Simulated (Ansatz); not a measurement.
# BFH3O: the cost of one run

Method: UKS LDA/6-31G*, in Ansatz 0.2.0.

## (1) The system as given

Bond lengths: B1–O3 1.410 Å, O3–H4 1.010 Å, B1–F5 1.320 Å. Angles: B1–O3–H4 109.5°, O3–B1–F5 120.0°.

Coordinates:

```xyz
6

B     0.0000    0.0000    0.0000
H     0.0000    0.0000    1.4400
O     1.2211    0.0000   -0.7050
H     1.5209   -0.9519   -0.8599
F    -1.1431    0.0000   -0.6600
H     0.0000    0.0000    2.4000
```

## (2) Pulling towards end A

Springs on the bonds that form and break draw the guess towards this end; the thresholds are loose.

File input.yaml:

```yaml
crystal:
  periodic: [false, false, false]
  atoms:
    - { symbol: B, position_ang: [0.0, 0.0, 0.0] }
    - { symbol: H, position_ang: [0.0, 0.0, 1.44] }
    - { symbol: O, position_ang: [1.2211, 0.0, -0.705] }
    - { symbol: H, position_ang: [1.5209, -0.9519, -0.8599] }
    - { symbol: F, position_ang: [-1.1431, 0.0, -0.66] }
    - { symbol: H, position_ang: [0.0, 0.0, 2.4] }
magnetization:
  spin_polarized: true
  initial_magnetization: 1
basis:
  gaussian: { orbitals: "6-31G*" }
hamiltonian:
  xc: lda
relax:
  f_tol: 0.15
  max_steps: 25
  restrain:
    - { distance: [1, 5], at: 1.86, k: 30.0 }
    - { distance: [0, 1], at: 1.19, k: 30.0 }
```

The run is started by

```bash
$ ansatz run input.yaml --threads 1 --pin off --max-ram 2048MiB --backend cpu --events-out ev --progress --plain --runs-dir out
```

**Question.** How long does this run take on 1 thread of Arm Neoverse V1, shared host, and how much memory does it need?

About 14 s, with a peak of 0.12 GiB.
